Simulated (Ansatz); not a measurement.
# HSE06/aug-cc-pVDZ run of SiH2O2 (SMILES O[Si]O)

What is the vertical ionisation energy of SiH2O2 at HSE06/aug-cc-pVDZ? 

The calculation is run with Ansatz 0.2.0.

64 further runs of the same task are left out: 64 set aside as unsound or not needed.

### Step 1. The system as given

SiH2O2 has 5 atoms, charge 0, and is taken as a singlet. SMILES: `O[Si]O`. The shape is that of a PBE0-D4/def2-TZVP optimisation. This is one conformer, not always the lowest.

Bond lengths: O1–Si2 1.642 Å, Si2–O3 1.663 Å, O1–H4 0.964 Å, O3–H5 0.960 Å. Angles: O1–Si2–O3 99.4°, Si2–O1–H4 117.5°, Si2–O3–H5 116.1°.

### Step 2. The energy at HSE06/aug-cc-pVDZ

molecule.yaml reads:

```yaml
crystal:
  periodic: [false, false, false]
  atoms:
    - symbol: O
      position_ang: [-1.443200, -0.105600, -0.275000]
    - symbol: Si
      position_ang: [-0.212000, -0.791300, 0.567700]
    - symbol: O
      position_ang: [1.036000, 0.187500, 0.068600]
    - symbol: H
      position_ang: [-1.231900, 0.648900, -0.836100]
    - symbol: H
      position_ang: [1.901100, -0.013100, 0.433400]
basis:
  gaussian:
    orbitals: aug-cc-pVDZ
output:
  orbitals: {seedname: orbitals}
accuracy: high
hamiltonian:
  xc: hse06
```

Run with:

```bash
$ ansatz run molecule.yaml --threads 1 --pin off --max-ram 3480MiB --events-out events.jsonl --progress --plain --runs-dir runs
```

Standard output:

```text
Warning: RAYON_NUM_THREADS=1 ignored (pool sized by the plan → 1); use --threads N
Functional definition: HSE06
  name "HSE06"
  parameter a = 0.25
  parameter omega = 0.11/bohr
  exchange = pbe_x - a*pbe_x_sr(omega) + a*exact_x_sr(omega)
  correlation = pbe_c
1788 factors; integrals over basis functions are off by at most 3.4e-9 eV
132 factors; integrals over basis functions are off by at most 1.8e-9 eV
mean field evaluation 1: about -11988.8963 eV, gradient 7.3e1 eV
mean field evaluation 2: about -11958.1293 eV, gradient 1.4e2 eV
mean field evaluation 4: about -11998.2673 eV, gradient 3.8e0 eV
mean field evaluation 8: about -11998.3011 eV, gradient 2.3e-1 eV
mean field evaluation 16: about -11998.3012 eV, gradient 4.6e-6 eV
mean field -11998.30120105 eV, -440.9294363981 hartree, gradient 3.9e-8 eV, S^2 0.000000; 0 other end points of the search recorded, 0 dependent functions left out
reference -11998.30120719 eV, -440.9294366234 hartree; 16, 16 occupied and 75, 75 virtual orbitals, 1788 factors
Total energy: -11998.30120719 eV, -440.9294366234 hartree
```

Wall time 5.4 s (1 thread of Arm Neoverse V2, shared host); peak memory 0.27 GiB.

### Step 3. The doublet cation at the same level

input.yaml reads:

```yaml
basis:
  gaussian:
    orbitals: aug-cc-pVDZ
crystal:
  periodic: [false, false, false]
  atoms:
    - symbol: O
      position_ang: [-1.443200, -0.105600, -0.275000]
    - symbol: Si
      position_ang: [-0.212000, -0.791300, 0.567700]
    - symbol: O
      position_ang: [1.036000, 0.187500, 0.068600]
    - symbol: H
      position_ang: [-1.231900, 0.648900, -0.836100]
    - symbol: H
      position_ang: [1.901100, -0.013100, 0.433400]
total_charge: 1
magnetization:
  spin_polarized: true
  initial_magnetization: 1
hamiltonian:
  xc: hse06
accuracy: high
output:
  orbitals: {seedname: orbitals}
```

Run with:

```bash
$ ansatz run input.yaml --threads 1 --pin off --max-ram 3480MiB --events-out events.jsonl --progress --plain --runs-dir runs
```

Standard output:

```text
Warning: RAYON_NUM_THREADS=1 ignored (pool sized by the plan → 1); use --threads N
Functional definition: HSE06
  name "HSE06"
  parameter a = 0.25
  parameter omega = 0.11/bohr
  exchange = pbe_x - a*pbe_x_sr(omega) + a*exact_x_sr(omega)
  correlation = pbe_c
1786 factors; integrals over basis functions are off by at most 3.4e-9 eV
132 factors; integrals over basis functions are off by at most 1.8e-9 eV
mean field evaluation 1: about -11964.8404 eV, gradient 8.0e1 eV
mean field evaluation 2: about -11846.9096 eV, gradient 1.7e2 eV
mean field evaluation 4: about -11988.2430 eV, gradient 9.3e0 eV
mean field evaluation 8: about -11988.7295 eV, gradient 1.1e0 eV
mean field evaluation 16: about -11988.7356 eV, gradient 6.6e-4 eV
mean field -11988.73559615 eV, -440.5779069015 hartree, gradient 5.1e-8 eV, S^2 0.754558; 0 other end points of the search recorded, 0 dependent functions left out
reference -11988.73560544 eV, -440.5779072429 hartree; 16, 15 occupied and 75, 76 virtual orbitals, 1786 factors
Total energy: -11988.73560544 eV, -440.5779072429 hartree
```

Run time: 10 s. Hardware: 1 thread of Arm Neoverse V2, shared host; peak memory 0.36 GiB.

### Step 4. Outcome

Level: HSE06/aug-cc-pVDZ.

| quantity | value |
| --- | --- |
| singlet SiH2O2: total energy | -440.92944 Eh |
| singlet SiH2O2: HOMO energy | -6.79 eV |
| singlet SiH2O2: LUMO energy | -1.64 eV |
| singlet SiH2O2: HOMO–LUMO gap | 5.15 eV |
| doublet cation: total energy | -440.57791 Eh |
| doublet cation: HOMO energy (highest over α and β) | -15.61 eV |
| doublet cation: LUMO energy (lowest over α and β) | -12.28 eV |
| doublet cation: ⟨S²⟩ | 0.755 |
| vertical ionisation energy (to the doublet cation) | 9.566 eV |

In words: Removing an electron at fixed nuclei costs 9.57 eV (221 kcal/mol). −ε(HOMO) before ionisation, 6.79 eV, is 2.78 eV below this ionisation energy.
